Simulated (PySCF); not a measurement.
# USVWN5/STO-3G run of AlNH3 (SMILES [NH2][AlH])

Aim: the energy change on altering one bond length of AlNH3 at USVWN5/STO-3G, from 2 runs. Input form: a Python script.

The results are computed with PySCF 2.14.0.

11 further runs of the same task are left out: 11 set aside as unsound or not needed.

### 1 The molecule

AlNH3: 5 atoms, total charge 0, spin state doublet. As SMILES, `[NH2][AlH]`. Geometry: relaxed at PBE0-D4/def2-TZVP. This is one conformer, not always the lowest.

Bond lengths: N1–Al2 1.774 Å, N1–H3 1.007 Å, N1–H4 1.009 Å, Al2–H5 1.604 Å. Angles: N1–Al2–H5 115.7°, Al2–N1–H3 125.4°, Al2–N1–H4 124.3°, H3–N1–H4 110.2°.

### 2 A single-point energy at USVWN5/STO-3G

input.py

```python
from pyscf import gto, dft

mol = gto.M(
    atom='''
N   -0.116600  -0.660800   0.175100
Al   0.836600   0.833900   0.120800
H    0.148500  -1.505300   0.655500
H   -1.010300  -0.782800  -0.277400
H    0.191800   2.041400  -0.715400
''',
    verbose=3,
    max_memory=1860,
    basis='sto-3g',
    spin=1,
)

myscf = dft.UKS(mol)
myscf.xc = 'svwn'
myscf.conv_tol = 1e-10
myscf.grids.level = 5
myscf.kernel()
if not myscf.converged:
    myscf = myscf.newton().run(myscf.mo_coeff, myscf.mo_occ)

etot = myscf.e_tot
print('E = %.10f Eh' % etot)
```

On the command line:

```
$ OMP_NUM_THREADS=1 python input.py
```

What it wrote:

```text
converged SCF energy = -293.691589955041  <S^2> = 0.7518388  2S+1 = 2.001838
E = -293.6915899550 Eh
```

Wall time 2.5 s (1 thread of Arm Neoverse V1, shared host); peak memory 0.14 GiB.

### 3 The distorted shape at the same level

input.xyz

```xyz
5
AlH3N
N      0.062181    -0.636394     0.265621
Al     1.015381     0.858306     0.211321
H      0.327281    -1.480894     0.746021
H     -1.010300    -0.782800    -0.277400
H      0.370581     2.065806    -0.624879
```

calc.py

```python
from pyscf import gto, dft

mol = gto.M(
    atom='input.xyz',
    max_memory=1860,
    spin=1,
    verbose=3,
    charge=0,
    basis='sto-3g',
)

calc0 = dft.UKS(mol)
calc0.xc = 'svwn'
calc0.conv_tol = 1e-10
calc0.grids.level = 5
calc0.kernel()
if not calc0.converged:
    calc0 = calc0.newton().run(calc0.mo_coeff, calc0.mo_occ)

etot = calc0.e_tot
print('E = %.10f Eh' % etot)
```

On the command line:

```
$ OMP_NUM_THREADS=1 python calc.py
```

What it wrote:

```text
converged SCF energy = -293.674850451218  <S^2> = 0.75208671  2S+1 = 2.0020856
E = -293.6748504512 Eh
```

Wall time 2.5 s (1 thread of Arm Neoverse V1, shared host); peak memory 0.14 GiB.

### 4 Results

Level: USVWN5/STO-3G.

| quantity | value |
| --- | --- |
| first shape: total energy | -293.69159 Eh |
| first shape: dipole moment | 1.23 D |
| first shape: HOMO energy (highest over α and β) | 0.39 eV |
| first shape: LUMO energy (lowest over α and β) | 2.03 eV |
| first shape: ⟨S²⟩ | 0.752 |
| distorted shape: total energy | -293.67485 Eh |
| distorted shape: dipole moment | 1.26 D |
| distorted shape: HOMO energy (highest over α and β) | 0.28 eV |
| distorted shape: LUMO energy (lowest over α and β) | 1.87 eV |
| distorted shape: ⟨S²⟩ | 0.752 |
| energy change with the N1–H4 bond stretched from 1.009 to 1.211 Å | 0.456 eV |

What this shows: With the N1–H4 bond stretched from 1.009 to 1.211 Å the energy rises by 0.46 eV (43.9 kJ/mol). The first shape isn't relaxed at this level, so the change isn't measured from a minimum. The minimal basis adds a large error of its own. Mulliken charges (first shape) run from -0.60 on N1 to +0.50 on Al2.
